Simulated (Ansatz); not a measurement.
# BF2+: a ladder of functionals and wavefunction methods

An exercise on one series of results from a longer session: the logs are not shown, and one member is left open.

Method: functionals in def2-TZVPP, the program's frozen cores in correlated methods; program: Ansatz 0.2.0, Gaussian basis.

Levels to be run: LDA (SPW92), PBE-D4, revPBE-D4, BLYP-D4, r2SCAN-D4, B97M-V, PBE0-D4, B3LYP-D4, r2SCANh-D4, r2SCAN0-D4, HSE06-D4, BHLYP-D4, CAM-B3LYP-D4, LC-ωPBE, ωB97X-V, ωB97M-V, B2PLYP, PBE-QIDH; CCSD(T)/def2-SVP; CCSD(T)/def2-TZVPP; CCSD(T)/def2-QZVPP; extrapolation to the limit; RPA on PBE.

## The geometry

The geometry comes from an earlier relaxation with PBE0-D4 in a triple-zeta def2 set; it is a stationary point.

SMILES `F[B+]F`, 3 atoms, charge 1, spin multiplicity 1.

Atoms are counted from 1 here; the program's logs count them from 0.

Bond lengths: F1–B2 1.226 Å, B2–F3 1.226 Å. Angles: F1–B2–F3 180.0°.

As a file:

```xyz
3
BF2
F     0.3297    1.1405    0.3077
B     0.0000    0.0000    0.0000
F    -0.3297   -1.1405   -0.3077
```

Set-up of the first run:

in.yaml

```yaml
crystal:
  periodic: [false, false, false]
  atoms:
    - {symbol: F, position_ang: [0.329707, 1.140517, 0.307700]}
    - {symbol: B, position_ang: [0.000002, -0.000002, 0.000002]}
    - {symbol: F, position_ang: [-0.329718, -1.140515, -0.307702]}
basis:
  gaussian: {orbitals: def2-TZVPP}
total_charge: 1
hamiltonian: {xc: lda}
output: {orbitals: {seedname: orbitals}}
```

On the command line:

```sh
> ansatz run in.yaml --threads 2 --pin off --events-out ev --progress --plain --max-ram 32768MiB --backend cpu
```

Steps of the session up to this table: LDA; PBE-D4 (GGA); revPBE-D4 (GGA); BLYP-D4 (GGA); r2SCAN-D4 (meta-GGA); B97M-V (meta-GGA); B3LYP-D4 (hybrid); r2SCANh-D4 (hybrid); r2SCAN0-D4 (hybrid); HSE06-D4 (hybrid); BHLYP-D4 (hybrid); CAM-B3LYP-D4 (range-separated); LC-ωPBE (range-separated); ωB97X-V (range-separated); ωB97M-V (range-separated); B2PLYP (double hybrid); PBE-QIDH (double hybrid).

One table of the session follows, with a row left open; its other results are not shown here.

It belongs to the step «Orbital energies across the functionals». Levels, from each run's orbital file:

| functional | HOMO (eV) | LUMO (eV) | gap (eV) |
| --- | --- | --- | --- |
| LDA (SPW92) | -20.81 | -9.71 | 11.10 |
| PBE-D4 | -20.56 | -9.46 | 11.10 |
| revPBE-D4 | -20.47 | -9.35 | 11.13 |
| BLYP-D4 | -20.49 | -9.51 | 10.97 |
| r2SCAN-D4 | -21.08 | -8.84 | 12.24 |
| B97M-V | -21.19 | -8.98 | 12.21 |
| PBE0-D4 | -22.69 | -8.38 | 14.31 |
| B3LYP-D4 | -22.36 | -8.82 | 13.54 |
| r2SCANh-D4 | -21.87 | -8.49 | 13.38 |
| r2SCAN0-D4 | -23.07 | -7.99 | 15.09 |
| HSE06-D4 | -22.28 | -8.76 | 13.52 |
| BHLYP-D4 | ? | ? | ? |
| CAM-B3LYP-D4 | -24.26 | -7.50 | 16.76 |
| LC-ωPBE | -25.54 | -5.99 | 19.55 |
| ωB97X-V | -25.21 | -6.18 | 19.02 |
| ωB97M-V | -25.16 | -6.52 | 18.63 |

**Question.** Estimate the row for BHLYP-D4.

Worked estimate for «HOMO (eV)». Against the share of exact exchange, BLYP-D4 (0, -20.49), B3LYP-D4 (0.2, -22.36) give a slope of -9.35 per unit share; at 0.5 the line stands at -25.16.

As computed: HOMO (eV): -24.80; LUMO (eV): -7.56; gap (eV): 17.24. In «HOMO (eV)» the line misses by -0.36.
